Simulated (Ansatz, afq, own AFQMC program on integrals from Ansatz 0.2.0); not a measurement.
## BNH₃, doublet in cc-pVDZ, levels against AFQMC with the constraint released

```csv
atom,x (Å),y (Å),z (Å)
B,0.0000,-0.1649,0.7050
N,0.0000,0.0564,-0.5049
H,0.0000,0.6727,1.5578
H,0.0000,0.9847,-0.9051
H,0.0000,-0.6730,-1.1988
```

Connectivity, by distances: BH–NH2.

Basis cc-pVDZ. Only valence electrons are correlated. Ansatz 0.2.0 and our own AFQMC program on the same integrals; the CISD trial comes from CCSD amplitudes, and released means the phaseless constraint is let go. Free AFQMC starts from the CCSD state and is never constrained. Its projection time is finite, and what remains of the start isn't in its error. Uncertainties: one standard error, sampling alone.

Determinant: UHF, the one that the program's search chose, which needn't be the lowest solution. The geometry is a point of a scan.

No full CI on the walks' own integrals is used here. The released AFQMC energy serves as the reference, which it does only where one determinant dominates, the energy is flat over the last release times and near the phaseless one (40 meV or 2 meV an electron, half that with transition metals). On small molecules, where full CI could be run and the noise was under 10 meV, such values lay within 10 meV of it in 19 cases of 20, a flattering rate, since the rule was set on those same cases; what remains of the bias isn't in the error bar.

Cautions: the released value is read at 2.40 1/Eh with a noise of 15 meV, more than in the cases checked (meV from the phaseless value at times in 1/Eh: -9 ± 11 at 0.24, -4 ± 9 at 0.51, -5 ± 12 at 0.99, -19 ± 11 at 1.62, -18 ± 15 at 2.40).

```
T1 diagnostic                               : 0.0128
weight of the determinant in the CISD state : 0.907
⟨S²⟩ of the determinant                     : 0.756
size of the correlated space                : 11 electrons in 41 orbitals
```

Reference: AFQMC with the constraint released, correlation energy -7.283 ± 0.015 eV.

```json
{"level": "HF", "E − E(reference) (mEh)": "267.63 ± 0.57", "share of correlation (%)": "0.00"}
{"level": "MP2", "E − E(reference) (mEh)": "31.06 ± 0.57", "share of correlation (%)": "88.39"}
{"level": "CCSD", "E − E(reference) (mEh)": "7.34 ± 0.57", "share of correlation (%)": "97.26"}
{"level": "CCSD(T)", "E − E(reference) (mEh)": "0.98 ± 0.57", "share of correlation (%)": "99.64"}
{"level": "ph-AFQMC/CISD", "E − E(reference) (mEh)": "0.64 ± 0.71", "share of correlation (%)": "99.76"}
{"level": "free AFQMC", "E − E(reference) (mEh)": "-0.40 ± 0.73", "share of correlation (%)": "100.15"}
```

Free projections are given only where their last times agree within the noise and don't stop above the reference; a slow remainder of the start can still hide under it. A walk keeps the symmetry of its determinant, which the program's search chose and which needn't be the lowest solution, so a lower state of the same spin and another symmetry isn't excluded. Released energies are given only where the last usable release times agree within the noise; a slower fall can still hide under it.
